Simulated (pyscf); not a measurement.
Thermochemistry of product channels of `[OH-]` + `[CH3][OH]` on the singlet surface, in kJ/mol, from CCSD(T)/def2-TZVPPD + ΔMP2(QZVPPD) energies (ideal gas, 1 atm, RRHO with modes under 100 cm⁻¹ raised to 100, one conformer, R ln 2 for chiral ones without a mode under 150 cm⁻¹). Optimised with ωB97X-D3(BJ)/def2-SVPD in PySCF. MP2 and CC: frozen core, UHF for open shells. ΔMP2 is the change of the MP2 total energy from the triple- to the quadruple-zeta basis.

```tsv
products	ΔE	ΔH(298 K)	ΔG(298 K)	ΔG(600 K)
`[OH2]` + `[CH2-][OH]`	+107.7	+101.7	+97.7	+93.0
`[OH2]` + `[CH3][O-]`	-25.4	-32.9	-32.4	-31.4
```

These are energies of the channels, which say nothing of barriers. The CCSD(T) − MP2 part came from Ansatz, without density fitting, on the same reference.
